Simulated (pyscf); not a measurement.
HO–SiH₃ (SMILES O[SiH3]) + H₂ (SMILES [H][H]) + HF (SMILES F) -> SiH₄ (SMILES [SiH4]) + H₂O (SMILES O) + HF (SMILES F), a multi-bond step (singlet surface; O–Si, H–H, F–H broken, H–Si, H–O, F–H formed). Single points on ωB97X-D3(BJ)/def2-SVP structures (PySCF, gas phase). Energies in kcal/mol from the separated reactants.

GFN2-xTB: tblite. 

Task: Quick GFN2-xTB single points give ΔE‡ = 40.0 kcal/mol and ΔE = +18.6 kcal/mol. What does ωB97M-D3(BJ)/def2-TZVP give, and how far is the quick result from it?

Result: ωB97M-D3(BJ)/def2-TZVP gives ΔE‡ = 35.8 kcal/mol and ΔE = +15.4 kcal/mol. GFN2-xTB lies 4.2 kcal/mol over it in the barrier and 3.2 kcal/mol over it in the reaction energy, so on this step it does not hold to within 3.0 kcal/mol. ωB97M-D3(BJ)/def2-TZVP has limits of its own. On the reactant side the descent ends in a bound adduct (not fully relaxed), 9.4 kcal/mol under the separated species and 45.6 kcal/mol under the saddle at ωB97X-D3(BJ)/def2-TZVP. On the product side the descent ends in a complex, 7.8 kcal/mol under the separated species and 28.3 kcal/mol under the saddle at ωB97X-D3(BJ)/def2-TZVP. This is the saddle that the search found; another between the same sides may lie lower.
